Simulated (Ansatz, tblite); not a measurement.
Forces on MgS₂ at its PBE-D4/def2-TZVP geometry. Total charge 0; singlet.

The xTB rows come from tblite. The geometry of the singlet was relaxed on an unsound state (an occupied level 0.07 eV above an empty one). At PBE0-D4/def2-TZVP a triplet of charge 0 lies 0.38 eV below the restricted singlet, each at its own geometry. The structure comes from a short search, and lower isomers may exist.

GFN1-xTB (tblite), largest force 0.64 eV/Å:

```xyz
3
positions Å, forces eV/Å
Mg    1.108    0.007   -0.665   -0.545   -0.003    0.327
S    -0.668    1.122    0.154    0.290   -0.173   -0.136
S    -0.440   -1.129    0.510    0.255    0.177   -0.191
```

GFN2-xTB (tblite), largest force 0.65 eV/Å:

```
Mg 0.555 0.004 -0.333
S -0.253 -0.239 0.204
S -0.301 0.236 0.129
```

HF/def2-TZVP (Ansatz), largest force 0.78 eV/Å:

```
Mg -0.343 -0.002 0.206
S 0.246 -0.735 0.014
S 0.097 0.737 -0.219
```
